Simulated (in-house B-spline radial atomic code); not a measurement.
The numbers below are computed, except where a source is named.
Extrapolating the RPA correlation energy in partial waves: Ar

All-electron RPA on r2SCAN orbitals from a B-spline radial code for spherical atoms, non-relativistic, point nucleus, configuration [Ne] 3s2 3p6. With empty states up to angular momentum L the sums are:

| L | E_c(L) (hartree) |
| --- | --- |
| 3 | -0.950278 |
| 4 | -1.021757 |
| 5 | -1.050003 |
| 6 | -1.063251 |
| 7 | -1.070243 |
| 8 | -1.074259 |

For large l each further wave adds A/(l + 1/2)⁴, because the basis must build the cusp where two electrons meet.

Question: Estimate the limit from L = 7 and L = 8.

Answer: Wave 8 adds -0.004016, against a sum of (l + 1/2)⁻⁴ of 1.91569e-04, so A = -20.964. The sum over l > 8 is ζ(4, 9.5) = 4.5445e-04, close to 1/(3 × 9³) = 4.5725e-04. The tail is -0.009527 and the limit -1.08379 hartree.

Question: How good is the estimate?

Answer: A run to L = 11 sums to -1.07934 and extrapolates to -1.08288 hartree, 0.18 millihartree from the run before. The estimate differs from that by -0.90 millihartree, while the bare sum at L = 8 misses 8.6 millihartree (0.8 %).
